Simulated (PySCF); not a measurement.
PPPP tetrahedron, P4.
Cartesian coordinates in Å at the PBE0-D3(BJ)/def2-SVP level; atoms count from 1:
```
atom  x, y, z in Å
P1     1.2437    0.5175    0.0348
P2    -0.5846    0.1545    1.2042
P3     0.0676   -1.3117   -0.3008
P4    -0.7267    0.6397   -0.9382
```

Level of theory: PySCF, TDDFT wB97X-D/def2-SVPD, vertical, gas phase, core orbitals frozen in the response.

Kohn–Sham orbitals with the atoms that hold most of them (Löwdin shares over 4%, at most four atoms):

```tsv
orbital	ε (eV)	atoms
LUMO+2	0.90	P3 34%, P2 33%, P1 32%
LUMO+1	0.89	P4 38%, P1 37%, P3 13%, P2 12%
LUMO	0.89	P4 38%, P2 29%, P3 27%, P1 6%
HOMO	-9.40	P4 25%, P3 25%, P2 25%, P1 25%
HOMO-1	-9.40	P4 25%, P1 25%, P2 25%, P3 25%
HOMO-2	-10.21	P3 35%, P2 23%, P1 23%, P4 19%
HOMO-3	-10.21	P2 31%, P1 31%, P3 19%, P4 19%
```

Within 0.005 eV of a neighbour in this list lie HOMO-3/HOMO-2, HOMO-1/HOMO and LUMO/LUMO+1/LUMO+2 (point group found: Td); within a degenerate set the shares of single atoms can hang on how the components are chosen.

Task: The HOMO–LUMO gap is 10.29 eV. Where does the response calculation put the lowest singlet, and from which orbitals?

Result: S1 is at 5.30 eV (f = 0.0000), 4.99 eV below the gap, made of HOMO-1/HOMO→LUMO/LUMO+1/LUMO+2 (≥89%). S1/S2/S3 lie within about 0.01 eV of each other. Without the coupling terms of the response equations the lowest excitation would equal the gap.

Next come S2 at 5.30 eV (f 0.0000), HOMO-1/HOMO→LUMO/LUMO+1/LUMO+2 (≥88%); S3 at 5.30 eV (f 0.0000), HOMO-1/HOMO→LUMO/LUMO+1/LUMO+2 (≥90%); S4 at 5.66 eV (f 0.0000), HOMO-1/HOMO→LUMO+3 (≥59%), HOMO-1/HOMO→LUMO+4 (≥22%); S5 at 5.66 eV (f 0.0000), HOMO-1/HOMO→LUMO+4 (≥47%), HOMO-1/HOMO→LUMO+3 (≥31%).

Orbitals of the list HOMO-3 to LUMO+2 that lie within 0.01 eV of each other are written together with a slash and their weights summed (≥ marks a lower bound); for degenerate orbitals outside that list single weights are arbitrary.
